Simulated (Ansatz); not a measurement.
## Molecular dynamics, step by step

C₂HSi (charge -1), closed shell, PBE0-D4/def2-SVP (Ansatz 0.2.0). Settings (timestep in fs, temperature in K; T counts 6 degrees of freedom):

```yaml
hamiltonian: {xc: pbe0, dispersion: d4}
md: {n_steps: 30, timestep: 0.75, temperature: 300, ensemble: nve, seed: 327, initial_velocities: maxwell_boltzmann}
```

Start:

```json
{"atom": "C1", "x (Å)": "-0.1617", "y (Å)": "-0.9385", "z (Å)": "0.6146"}
{"atom": "Si2", "x (Å)": "1.3696", "y (Å)": "0.2681", "z (Å)": "0.5909"}
{"atom": "C3", "x (Å)": "-0.2548", "y (Å)": "0.1131", "z (Å)": "-0.2330"}
{"atom": "H4", "x (Å)": "-0.9531", "y (Å)": "0.5572", "z (Å)": "-0.9725"}
```

```
step  time (fs)  potential energy less the start (meV)  kinetic energy (meV)  T (K)
   0       0.00                                    0.0                  77.6    300
   2       1.50                                   36.0                  43.5    168
   4       3.00                                   57.5                  22.9     89
   6       4.50                                   14.3                  64.9    251
   8       6.00                                  -24.9                 102.3    396
  10       7.50                                   19.7                  59.8    231
  12       9.00                                   37.9                  42.4    164
  14      10.50                                   -8.3                  85.8    332
  16      12.00                                   16.9                  61.8    239
  18      13.50                                   69.4                  10.9     42
  20      15.00                                   60.4                  19.6     76
  22      16.50                                   10.2                  67.9    263
  24      18.00                                   18.8                  59.4    230
  26      19.50                                   57.6                  23.4     90
  28      21.00                                    2.0                  76.3    295
  30      22.50                                  -23.8                 101.5    393
```

Step 8, positions (Å) and forces (eV/Å):

```csv
atom,x,y,z,Fx,Fy,Fz
C1,-0.166,-0.951,0.621,0.001,0.353,-0.244
Si2,1.362,0.269,0.586,-0.140,-0.101,0.020
C3,-0.233,0.127,-0.227,0.284,-0.171,0.197
H4,-0.946,0.528,-0.970,-0.146,-0.081,0.028
```

Step 12, positions (Å) and forces (eV/Å):

```
atom       x       y       z      Fx      Fy      Fz
  C1  -0.169  -0.956   0.622   0.196   0.658  -0.351
 Si2   1.357   0.268   0.583   0.149  -0.123   0.211
  C3  -0.221   0.137  -0.226   1.109  -1.280   1.543
  H4  -0.927   0.474  -0.925  -1.455   0.745  -1.402
```

Step 20, positions (Å) and forces (eV/Å):

```csv
atom,x,y,z,Fx,Fy,Fz
C1,-0.169,-0.952,0.619,0.336,0.244,0.041
Si2,1.351,0.267,0.581,0.923,-0.027,0.581
C3,-0.197,0.138,-0.213,-2.433,-0.013,-1.565
H4,-1.024,0.461,-0.972,1.175,-0.204,0.944
```

Last step (30):

| atom | x (Å) | y (Å) | z (Å) |
| --- | --- | --- | --- |
| C1 | -0.1581 | -0.9388 | 0.6164 |
| Si2 | 1.3557 | 0.2646 | 0.5857 |
| C3 | -0.2223 | 0.1265 | -0.2245 |
| H4 | -0.9957 | 0.4986 | -0.9496 |

Hardware: 2 CPU threads of an Intel Xeon, shared host. Wall time about 76 s.
